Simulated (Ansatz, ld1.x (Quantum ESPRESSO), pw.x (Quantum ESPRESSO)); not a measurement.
## pw.x on bcc Hf: one setting changed

Potential: norm-conserving Troullier–Martins (Kleinman–Bylander form), ld1.x (Quantum ESPRESSO) 7.5, PBEsol; core [Xe] 4f14, reference 5d2 6s2 6p0; waves: 6p (bound, empty): rc 3.80 bohr; 5d (bound): rc 2.55 bohr; 5f channel at -0.15 Ry: rc 3.20 bohr; 6s (bound): rc 3.05 bohr; local part: the s channel; core correction: none.

The reference run (k-mesh 13³, cutoffs 40/160 Ry, Fermi–Dirac 0.01 Ry, mixing_beta 0.4, conv_thr 1e-9, no spin) gives 1.32 GPa at 21.370 Å³/atom, where all-electron LAPW gives 0.10 GPa. This run, with its own iteration cap, changes k-mesh points per axis to 1, a wrong or extreme entry chosen on purpose.

```
&control
  calculation='scf', prefix='x', pseudo_dir='./', outdir='./tmp', tstress=.true., disk_io='none'
/
&system
  ibrav=0, nat=1, ntyp=1, ecutwfc=40, ecutrho=160, nbnd=9,
  occupations='smearing', smearing='fd', degauss=0.01
/
&electrons
  conv_thr=1e-09, mixing_beta=0.4, electron_maxstep=70
/
ATOMIC_SPECIES
Hf 1.0 Hf.UPF
CELL_PARAMETERS angstrom
  -1.74816133 1.74816133 1.74816133
  1.74816133 -1.74816133 1.74816133
  1.74816133 1.74816133 -1.74816133
ATOMIC_POSITIONS crystal
Hf 0.0000 0.0000 0.0000
K_POINTS automatic
1 1 1 0 0 0
```

```bash
pw.x < Hf.scf.in > Hf.scf.out
```

How does the run end?

It converges in 7 iterations; the free energy moves by -4.49 eV/atom and the pressure by +0.68 GPa. The result is not a property of the crystal.

```
Message from routine setup:
     using ibrav=0 with symmetry is DISCOURAGED, use correct ibrav instead
     lattice parameter (alat)  =       5.7219  a.u.
     unit-cell volume          =     144.2119 (a.u.)^3
     number of electrons       =         4.00
     number of Kohn-Sham states=            9
     kinetic-energy cutoff     =      40.0000  Ry
     charge density cutoff     =     160.0000  Ry
     scf convergence threshold =      1.0E-09
     Exchange-correlation= PBESOL
     number of k points=     1  Fermi-Dirac smearing, width (Ry)=  0.0100
     iteration #  1     ecut=    40.00 Ry     beta= 0.40
     total energy              =      -6.41635570 Ry
     estimated scf accuracy    <       0.02349135 Ry
     iteration #  2     ecut=    40.00 Ry     beta= 0.40
     total energy              =      -6.42740397 Ry
     estimated scf accuracy    <       0.00842273 Ry
     iteration #  3     ecut=    40.00 Ry     beta= 0.40
     total energy              =      -6.42767060 Ry
     estimated scf accuracy    <       0.00000354 Ry
     iteration #  4     ecut=    40.00 Ry     beta= 0.40
     total energy              =      -6.42767649 Ry
     estimated scf accuracy    <       0.00000145 Ry
     iteration #  5     ecut=    40.00 Ry     beta= 0.40
     total energy              =      -6.42767661 Ry
     estimated scf accuracy    <       0.00000016 Ry
     iteration #  6     ecut=    40.00 Ry     beta= 0.40
     total energy              =      -6.42767661 Ry
     estimated scf accuracy    <       0.00000001 Ry
     iteration #  7     ecut=    40.00 Ry     beta= 0.40
     the Fermi energy is    10.4973 ev
!    total energy              =      -6.42767661 Ry
     estimated scf accuracy    <          6.3E-10 Ry
     smearing contrib. (-TS)   =      -0.03819085 Ry
     The total energy is F=E-TS. E is the sum of the following terms:
     one-electron contribution =       4.57655258 Ry
     hartree contribution      =       0.06182729 Ry
     xc contribution           =      -2.21495171 Ry
     ewald contribution        =      -8.81291393 Ry
     convergence has been achieved in   7 iterations
          total   stress  (Ry/bohr**3)                   (kbar)     P=       20.01
     Message from routine punch:
     Nothing written, as per user request (disk_io='none')
```

The run took about 0.2 s on one core of a shared host (Neoverse-V2, 48 threads, 185 GiB, load 27).
